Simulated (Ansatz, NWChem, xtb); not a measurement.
**Ligand exchange: HF + CH2O2 → H2O + CHFO**

Species: HF (hydrogen fluoride), singlet; CH2O2 (formic acid) `O=CO`, singlet; H2O (water) `O`, singlet; CHFO (formyl fluoride) `O=CF`, singlet. The partners trade F for OH: H–F and C–OH bonds give way to H–OH and C–F.

Shapes, held fixed at every level: PBE0-D4/def2-TZVP. Flexible molecules stand in one conformer, not always the lowest. Programs: Ansatz 0.2.0, NWChem 7.3.0, xtb 6.7.1. The zero-point and thermal change to 298 K, harmonic and unscaled (PBE0-D4/def2-TZVP), is -1.8 kJ/mol.

Question: Estimate the reaction enthalpy at 298 K.

Answer: From tabulated heats of formation (Active Thermochemical Tables, CRC Handbook of Chemistry and Physics), ΔH(298 K) = +27.1 kJ/mol. Nearest: CCSD(T)/CBS estimate (0.0); farthest: GFN1-xTB (-23.7). 7 of 9 levels lie within 10 kJ/mol. The CBS estimate extrapolates MP2 from def2-TZVPP and def2-QZVPP and adds CCSD(T) − MP2 in the triple-zeta set, cores frozen.

```
                             level                    kind  ΔH (kJ/mol)  computed − measured
                          GFN1-xTB          semi-empirical         +3.4                -23.7
                 PBE-D4/def2-TZVPP                     GGA        +26.5                 -0.6
B3LYP/6-31G* (Cartesian functions)           global hybrid         +8.1                -19.0
                wB97X-V/def2-TZVPP  range-separated hybrid        +24.4                 -2.7
                      MP2/def2-SVP     perturbation theory        +30.5                 +3.4
                    MP2/def2-TZVPP     perturbation theory        +29.1                 +2.1
                     CCSD/def2-SVP   coupled cluster or CI        +27.7                 +0.6
                CCSD(T)/def2-TZVPP   coupled cluster or CI        +26.3                 -0.7
              CCSD(T)/CBS estimate   coupled cluster or CI        +27.1                  0.0
```
